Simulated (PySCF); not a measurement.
## Carbon: a sound run and one with changed settings

Sound run: C [He] 2s2 2p2, C⁺ [He] 2s2 2p1. Calculation: PySCF 2.14, in x2c-TZVPall (5s3p2d1f, 31 functions); the spin-free X2C one-electron Hamiltonian (Gaussian nucleus). In the sound run the correlated levels freeze 1s2. The sound run starts from symmetry-adapted Hartree-Fock orbitals and uses a fine grid where one is needed.

Changed run: basis STO-3G, all-electron and non-relativistic. This setting is unsound on purpose.

```tsv
species	method	sound run (hartree)	changed run (hartree)	converged
C	UHF	-37.70744	-37.19839	yes
C	BP86	-37.86201	-37.33767	yes
C	PBE	-37.81146	-37.28682	yes
C	MP2	-37.77356	-37.20823	yes
C	CCSD(T)	-37.79599	-37.21862	yes
C⁺	UHF	-37.31066	-36.87037	yes
C⁺	BP86	-37.43664	-36.98547	yes
C⁺	PBE	-37.38780	-36.93592	yes
C⁺	MP2	-37.36059	-36.89090	yes
C⁺	CCSD(T)	-37.38567	-36.91145	yes
```

Ionisation energy of C:

| method | sound run (eV) | changed run (eV) |
| --- | --- | --- |
| UHF | 10.797 | 8.926 |
| BP86 | 11.575 | 9.584 |
| PBE | 11.528 | 9.548 |
| MP2 | 11.237 | 8.635 |
| SCS-MP2 | 11.111 | 8.577 |
| CCSD | 11.141 | 8.359 |
| CCSD(T) | 11.166 | 8.359 |

A minimal basis cannot let orbitals breathe on ionisation and holds almost no correlation. The Hamiltonian changed with the basis, so the totals do not compare.

For comparison, NIST gives 11.260 eV between the lowest levels.
